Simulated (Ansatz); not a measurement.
**Structure relaxation of Al**

Level of theory: DFT PBEsol, scalar-relativistic, plane waves, PAW in Ansatz. Cutoff 420 eV, Γ-centred k mesh, Gaussian smearing, no spin polarisation in the final step.

The start puts Al on the black phosphorus structure type (Cmce, No. 64), at a guessed volume.

```xyz
4
Lattice="1.6010 -5.0787 0.0000 1.6010 5.0787 0.0000 0.0000 0.0000 4.2371" Properties=species:S:1:pos:R:3 pbc="T T T"
Al    1.6010    4.0833    3.8557
Al    1.6010   -0.9954    2.4999
Al    1.6010   -4.0833    0.3813
Al    1.6010    0.9954    1.7372
```

Cell and atoms relax at zero pressure; the relaxation can't lower the symmetry of the start. After a coarse first stage the cell is made exact in the group found at 0.06 Å.

Energies count from the standard state of Al at the same level.

Question: Which crystal results?

Answer: It ends in Fmmm (No. 69). Conventional cell: a = 2.788 Å, b = 4.883 Å, c = 10.310 Å. Al is coordinated by 9 Al at 2.73–2.81 Å.

```xyz
2
Lattice="0.0000 2.4413 5.1550 1.3940 0.0000 5.1550 1.3940 2.4413 0.0000" Properties=species:S:1:pos:R:3 pbc="T T T"
Al    1.3940    2.4413    8.9473
Al    1.3940    2.4413    1.3628
```

Question: What are its volume, energy, density and gap?

Answer: The volume per atom is 17.54 Å³, the density is 2.55 g/cm³ and the energy over the standard structure is 0.14 eV/atom. The gap on the 22×22×22 mesh is 0 eV (a metal).

The final run used a 22×22×22 mesh on its 2-atom cell and 0.10 eV smearing. For metals, differences of a few meV/atom aren't resolved. A structure relaxed within its symmetry needn't be a true minimum.